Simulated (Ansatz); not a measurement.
Start from `OCCCF` and change one atom or group to get `C#CCCF`.

Ansatz, PBE0-D4/def2-TZVP geometries, multiplicity 1. Each molecule was computed in one conformer, which needn't be the lowest.

| property | `OCCCF` |
| --- | --- |
| LUMO energy (B3LYP/def2-TZVPP) / eV | 0.69 |
| HOMO energy (PBE/def2-TZVPP) / eV | -6.26 |
| HOMO–LUMO gap (PBE0/def2-TZVPP) / eV | 9.04 |
| size of the dipole moment (ωB97M-V/def2-TZVPP) / D | 1.37 |
| LUMO energy (PBE0/def2-TZVPP) / eV | 1.09 |
| LUMO energy (ωB97M-V/def2-TZVPP) / eV | 2.50 |

Question: Give the same properties after the change, and the shifts. (Estimate.)

Answer: Computed: 
| property | `C#CCCF` | shift |
| --- | --- | --- |
| LUMO energy (B3LYP/def2-TZVPP) / eV | 0.49 | -0.20 |
| HOMO energy (PBE/def2-TZVPP) / eV | -6.65 | -0.39 |
| HOMO–LUMO gap (PBE0/def2-TZVPP) / eV | 8.67 | -0.37 |
| size of the dipole moment (ωB97M-V/def2-TZVPP) / D | 1.90 | 0.53 |
| LUMO energy (PBE0/def2-TZVPP) / eV | 0.78 | -0.31 |
| LUMO energy (ωB97M-V/def2-TZVPP) / eV | 2.49 | -0.01 |

With PBE0 the HOMO rises by 0.06 eV and the LUMO falls by 0.31 eV, so the gap narrows by about 0.37 eV. PBE moves the HOMO by -0.39 eV and ωB97M-V by 0.24 eV. Dipoles are sizes alone; their direction can turn.

B3LYP here is the variant with VWN-RPA as its local correlation; programs differ in this.
